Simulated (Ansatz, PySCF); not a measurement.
Species: C₃H₂N, net charge -1, singlet state. It need not be the lowest isomer of its formula. Whether it binds its extra electron was not tested at this geometry. 
Coordinates optimised at B3LYP-D3(BJ)/def2-TZVP (Ansatz, a quantum-chemistry and plane-wave program):
SMILES: C=[C-]C#N
```xyz
6

C     -0.0870    -1.6373     0.0218
C      0.6526    -0.5162     0.0012
C      0.0148     0.7307    -0.0095
H     -1.1873    -1.6724     0.0313
H      0.3814    -2.6249     0.0306
N     -0.3824     1.8334    -0.0204
```
Charge -1, spin multiplicity 1.

Total electronic energies in hartree. Cores are frozen in the correlated levels unless marked. Spin-orbit coupling is left out. Non-relativistic unless marked X2C. CBS marks a two-point X^-3 extrapolation of the correlation energy; Hartree-Fock from the larger set. The bracket is a focal-point correction in the basis named.

The Hartree-Fock reference is unstable (checked in the largest basis), which strains HF and MP2. 

```json
[
 {"level": "HF/aug-cc-pVDZ", "program": "Ansatz", "energy (Eh)": "-169.17358"},
 {"level": "RI-HF/cc-pVQZ", "program": "Ansatz", "energy (Eh)": "-169.21671"},
 {"level": "PW6B95-D4/def2-TZVPD", "program": "PySCF + dftd4", "energy (Eh)": "-170.50972"},
 {"level": "B2PLYP-D4/def2-TZVPD", "program": "Ansatz + dftd4", "energy (Eh)": "[?]"},
 {"level": "MP2/aug-cc-pVDZ", "program": "Ansatz", "energy (Eh)": "-169.74465"},
 {"level": "SCS-MP2/cc-pwCVTZ", "program": "Ansatz", "energy (Eh)": "-169.86844"},
 {"level": "CCSD/6-31G", "program": "Ansatz", "energy (Eh)": "-169.44949"},
 {"level": "X2C-CCSD(T)/cc-pVTZ-DK", "program": "Ansatz", "energy (Eh)": "-169.98915"},
 {"level": "RI-MP2/CBS(aug-cc-pVTZ,aug-cc-pVQZ)+[CCSD(T)-MP2]/aug-cc-pVTZ", "program": "Ansatz", "energy (Eh)": "-170.0094"}
]
```

Task: Some entries are withheld; supply them.

Result: 
- B2PLYP-D4/def2-TZVPD, energy (Eh): -170.15296
